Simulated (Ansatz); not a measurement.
**Relaxing MoI3**

These are results of DFT PBE, scalar-relativistic, plane waves, PAW (Ansatz), not measurements. Cutoff 420 eV, Γ-centred k mesh, Gaussian smearing, collinear spin, first started from parallel moments.

The start is a database structure of MoI3, space group P6_3/mmc (No. 194).

```
CELL_PARAMETERS angstrom
10.79434 0.00000 0.00000
-5.39717 9.34817 0.00000
0.00000 0.00000 3.78110
ATOMIC_POSITIONS crystal
Mo 0.33333 0.66667 0.75000
Mo 0.66667 0.33333 0.25000
I 0.21939 0.43878 0.25000
I 0.21939 0.78061 0.25000
I 0.56122 0.78061 0.25000
I 0.78061 0.56122 0.75000
I 0.78061 0.21939 0.75000
I 0.43878 0.21939 0.75000
```

Steps on the 6×6×10 mesh (8 atoms). 6 of 9 steps are shown, and the free energy counts from the last. Trial steps that were taken back and renewals of the plane-wave basis can be among the rows.

```tsv
step	ΔF (meV/atom)	V (Å³/atom)	P (GPa)	largest force component (eV/Å)
1	4.3	47.69	-0.39	0.127
2	1.4	47.82	0.11	0.033
4	1.0	48.17	0.07	0.001
5	0.7	49.13	0.07	0.007
6	0.4	50.45	0.05	0.005
9	0.0	52.48	-0.01	0.002
```

A final relaxation ran on a 6×6×10 mesh. The relaxed crystal, P6_3/mmc (No. 194):

Space group P6_3/mmc (No. 194). a = 11.398 Å, b = 11.398 Å, c = 3.732 Å, α = 90.00°, β = 90.00°, γ = 120.00°
```json
{"atom": "Mo", "site": "2d", "symmetry": "-6m2", "x": "0.3333", "y": "0.6667", "z": "0.7500"}
{"atom": "I", "site": "6h", "symmetry": "mm2", "x": "0.2255", "y": "0.4511", "z": "0.2500"}
```

For MoI3, the volume per atom is 52.5 Å³, the density is 3.8 g/cm³ and the energy over the elements is 0.03 eV/atom. The gap on the 6×6×10 mesh is 0 eV (a metal). The net moment per atom is 0.69 μB and the largest site moment is 2.10 μB.

The zero of energy is the elements' standard structures at the same level; no fitted shifts are applied.

The final run used a 6×6×10 mesh on its 8-atom cell and 0.10 eV smearing. For metals, differences of a few meV/atom aren't resolved. Weakly bound directions are ill-defined at this level, which has no dispersion term. Spin–orbit coupling is left out.

Symmetry constrained the relaxation, so the result can be a saddle point.

Cost: 3 runs of about 64 core-minutes in all, on Intel Xeon Platinum 8259CL (Skylake/Cascade Lake) (shared hosts).